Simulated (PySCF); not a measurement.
**C3H3NO: a look at the electrons**

For C3H3NO, the scripts below localise its valence orbitals and compute its lowest excited states.

Program: PySCF 2.14.0. Level of theory: levels as typed in each script, gas phase, geometry from GFN2-xTB. These are calculated values, not measurements.

### Step 1. The starting structure

8 atoms, charge 0, spin multiplicity 1.

Bond lengths: C1–C2 1.199 Å, C1–H6 1.051 Å, C2–C3 1.449 Å, C3–N4 1.357 Å, C3–O5 1.209 Å, N4–H7 1.004 Å, N4–H8 1.006 Å. Angles: C2–C1–H6 179.0°, C1–C2–C3 176.0°, C2–C3–N4 113.0°, C2–C3–O5 123.3°, N4–C3–O5 123.8°, C3–N4–H7 122.0°, C3–N4–H8 118.7°, H7–N4–H8 119.3°.

Coordinates:

```mol
C3H3NO
  3D, bonds by distance, orders not assigned

  8  7  0  0  0  0  0  0  0  0999 V2000
   -2.1588    0.0599    0.0000 C   0  0
   -0.9605    0.0106    0.0000 C   0  0
    0.4802   -0.1495    0.0000 C   0  0
    1.1441    1.0335    0.0000 N   0  0
    1.0275   -1.2274    0.0000 O   0  0
   -3.2077    0.1211    0.0000 H   0  0
    0.6625    1.9145    0.0000 H   0  0
    2.1506    1.0230    0.0000 H   0  0
  1  2  8  0
  2  3  8  0
  3  4  8  0
  3  5  8  0
  1  6  8  0
  4  7  8  0
  4  8  8  0
M  END
```

### Step 2. Localised orbitals (wB97X/def2-svp)

input.py

```python
import numpy as np
from pyscf import gto, scf, dft, lo
from pyscf.data.elements import chemcore

def solve(mol, dm0=None, hcore=None):
    mf = (dft.UKS if mol.spin else dft.RKS)(mol, xc='wb97x')
    mf.grids.level = 3
    mf = mf.density_fit(auxbasis='def2-universal-jkfit')
    mf.conv_tol, mf.max_cycle = 1e-8, 80
    if hcore is not None:
        mf.get_hcore = lambda *args: hcore
    mf.kernel(dm0)
    if not mf.converged:
        mf = mf.newton().run(mf.mo_coeff, mf.mo_occ, max_cycle=30)
    assert mf.converged, 'SCF not converged'
    return mf

mol = gto.M(atom='''
C     -2.15884     0.05993     0.00000
C     -0.96045     0.01055     0.00000
C      0.48017    -0.14952     0.00000
N      1.14414     1.03351     0.00000
O      1.02755    -1.22737     0.00000
H     -3.20775     0.12106     0.00000
H      0.66247     1.91455     0.00000
H      2.15056     1.02301     0.00000
''', basis='def2-svp', charge=0, spin=0, verbose=4)
mf = solve(mol)
occ_all = mf.mo_coeff[:, mf.mo_occ > 0]
occ = occ_all[:, chemcore(mol):]
loc = lo.ibo.ibo(mol, occ, iaos=lo.iao.iao(mol, occ_all))
fock, s = mf.get_fock(), mf.get_ovlp()
ortho = lo.orth_ao(mol, 'meta_lowdin')
ortho = lo.vec_lowdin(lo.iao.iao(mol, occ_all), s)
labels = lo.iao.reference_mol(mol).ao_labels(fmt=None)
vir = lo.vvo.livvo(mol, occ_all, mf.mo_coeff[:, mf.mo_occ == 0])
both = np.hstack([loc, vir])
p = (ortho.T @ s @ both) ** 2
pop = np.array([p[[l[0] == a for l in labels]].sum(0) for a in range(mol.natm)])
spd = np.array([[p[[l[0] == a and l[2][-1] == k for l in labels]].sum(0) for k in 'spd'] for a in range(mol.natm)])
eps = np.einsum('pi,pq,qi->i', both, fock, both)
for i in np.argsort(eps):
    top = np.argsort(-pop[:, i])[:3]
    print('%3d %s %9.4f Eh ' % (i + 1, 'occ' if i < loc.shape[1] else 'vir', eps[i]), '  '.join('%s%d %.3f' % (mol.atom_symbol(a), a + 1, pop[a, i]) for a in top))
np.savez('result.npz', c=both, nocc=loc.shape[1], pop=pop, spd=spd, eps=eps, e=mf.e_tot)
```

The run is started by

```
$ OMP_NUM_THREADS=1 python input.py
```

### Step 4. Excited states (CAM-B3LYP/def2-svp)

input.py

```python
import numpy as np
from pyscf import gto, scf, dft, tdscf
from pyscf.scf import atom_ks, atom_hf
from scipy.linalg import block_diag

def solve(mol, dm0=None, hcore=None):
    mf = (dft.UKS if mol.spin else dft.RKS)(mol, xc='camb3lyp')
    mf.grids.level = 3
    mf = mf.density_fit(auxbasis='def2-universal-jkfit')
    mf.conv_tol, mf.max_cycle = 1e-8, 80
    if hcore is not None:
        mf.get_hcore = lambda *args: hcore
    mf.kernel(dm0)
    if not mf.converged:
        mf = mf.newton().run(mf.mo_coeff, mf.mo_occ, max_cycle=30)
    assert mf.converged, 'SCF not converged'
    return mf

mol = gto.M(atom='''
C     -2.15884     0.05993     0.00000
C     -0.96045     0.01055     0.00000
C      0.48017    -0.14952     0.00000
N      1.14414     1.03351     0.00000
O      1.02755    -1.22737     0.00000
H     -3.20775     0.12106     0.00000
H      0.66247     1.91455     0.00000
H      2.15056     1.02301     0.00000
''', basis='def2-svp', charge=0, spin=0, verbose=4)
mf = solve(mol)
td = mf.TDA()
td.nstates, td.singlet, td.conv_tol = 6, True, 1e-5
td.kernel()
td.analyze()
x, y = np.array([p[0] for p in td.xy]), np.array([p[1] + 0 * p[0] for p in td.xy])
f, mu = td.oscillator_strength(), td.transition_dipole()
nto = [td.get_nto(state=i + 1, verbose=4) for i in range(len(td.e))]
# spherically averaged free atoms, for the promolecule
atm = atom_ks.get_atm_nrks(mol, xc='camb3lyp')
pro = block_diag(*[(atm[a[0]][2] * atm[a[0]][3]) @ atm[a[0]][2].T for a in mol._atom])
np.savez('result.npz', e=td.e, f=f, ok=td.converged, w=[n[0] for n in nto], nto=[n[1] for n in nto], x=x, y=y, c=mf.mo_coeff, occ=mf.mo_occ, eps=mf.mo_energy, pro=pro, mu=mu)
```

(Steps that only read results are left out.)

Before running it: what results should come out? Wanted: lowest singlet excitation.

As calculated:

| quantity | value |
| --- | --- |
| localised occupied orbitals above −45 eV (wB97X/def2-svp) | 13 |
| lowest singlet excitation (CAM-B3LYP/def2-svp) | 5.07 eV |

What this shows: All values hold at the given geometry, in the gas phase.
